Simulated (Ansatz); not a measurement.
## AlH₃, triplet: stretch scan

Starting geometry (PBE0/def2-TZVP stationary point for this spin, not checked as a minimum):

```tsv
atom	x (Å)	y (Å)	z (Å)
Al	0.0000	0.0744	-0.0956
H	0.0000	-1.3724	-0.7540
H	0.4207	-0.3098	1.6570
H	-0.4207	-0.3098	1.6570
```

From there H3 moves along the line of the two atoms named below, all else staying in place; atoms are numbered as listed. Energies are in eV, counted from the starting geometry at the same level. Kohn–Sham curves are unrestricted where that lies lower.

Basis cc-pVDZ; Ansatz 0.2.0. Only valence electrons are correlated (noble-gas cores frozen).

In so small a basis the reference is far from its limit while semilocal and hybrid functionals are nearer theirs (RPA and double hybrids share much of the reference's basis error), so the functionals' errors here hold much of the reference's basis and frozen-core error, which can add to them or hide them.

Full CI is exact within this basis and frozen core; it isn't the basis-set limit.

```csv
distance Al1-H3 (Å),full CI,PBE,BLYP,r2SCAN,PBE0,B3LYP,r2SCANh,wB97M-V,B2PLYP,RPA-PBE
1.481,0.578,0.568,0.563,0.541,0.557,0.551,0.541,0.544,0.553,0.578
1.655,0.142,0.153,0.155,0.132,0.139,0.142,0.130,0.136,0.136,0.149
1.843,0.000,0.000,0.000,0.000,0.000,0.000,0.000,0.000,0.000,0.000
2.043,0.100,0.053,0.043,0.086,0.084,0.071,0.093,0.083,0.094,0.076
2.208,0.348,0.239,0.215,0.303,0.306,0.274,0.319,0.304,0.327,0.292
2.574,1.062,0.854,0.762,0.959,0.977,0.877,0.986,0.976,0.985,0.952
2.905,1.320,1.223,1.067,1.288,1.293,1.156,1.295,1.255,1.217,1.273
3.383,1.282,1.335,1.169,1.403,1.343,1.218,1.393,1.265,1.215,1.227
3.981,1.205,1.316,1.173,1.434,1.307,1.207,1.419,1.210,1.172,1.119
5.046,1.177,1.302,1.165,1.446,1.289,1.200,1.431,1.171,1.156,1.083
6.154,1.176,1.304,1.162,1.449,1.291,1.199,1.434,1.170,1.155,1.080
```

r2SCAN at 6.154 Å lies 0.273 eV (23 %) above the reference in this basis. r2SCANh at 6.154 Å lies 0.259 eV (22 %) above the reference in this basis.
